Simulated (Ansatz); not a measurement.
C2H5 (SMILES [CH2]C) moved off its minimum; all values from Ansatz (a quantum-chemistry and plane-wave program), cores frozen in correlated methods. Open shells are unrestricted.
(charge 0, multiplicity 2)
```xyz
7

C      0.78645    -0.10763    -0.00650
C     -0.76201     0.02929     0.04561
H      1.47888     0.72532     0.31284
H      1.21965    -1.09936    -0.21132
H     -1.13971    -0.11030     1.13430
H     -0.93154     0.98973    -0.24336
H     -1.19352    -0.58956    -0.71039
```

Forces at wB97M-V/def2-TZVPP (eV/Å):

```json
[
 {"atom": "C1", "Fx": "-0.359", "Fy": "0.021", "Fz": "0.413"},
 {"atom": "C2", "Fx": "2.742", "Fy": "-1.648", "Fz": "2.277"},
 {"atom": "H3", "Fx": "-1.057", "Fy": "-1.111", "Fz": "-0.421"},
 {"atom": "H4", "Fx": "-0.129", "Fy": "0.714", "Fz": "0.147"},
 {"atom": "H5", "Fx": "0.303", "Fy": "-0.066", "Fz": "-1.936"},
 {"atom": "H6", "Fx": "-0.953", "Fy": "2.895", "Fz": "-0.528"},
 {"atom": "H7", "Fx": "-0.547", "Fy": "-0.805", "Fz": "0.048"}
]
```

Problem. Give the forces (eV/Å), the total energy and the dipole at CCSD(T)/cc-pVTZ.

Solution. 
```
atom      Fx      Fy      Fz
----  ------  ------  ------
C1    -0.207   0.011   0.344
C2     2.564  -1.632   2.343
H3    -1.013  -1.062  -0.385
H4    -0.091   0.645   0.150
H5     0.281  -0.086  -1.905
H6    -0.966   2.978  -0.556
H7    -0.567  -0.854   0.009
```
Energy -78.9888 hartree, dipole 0.24 D.
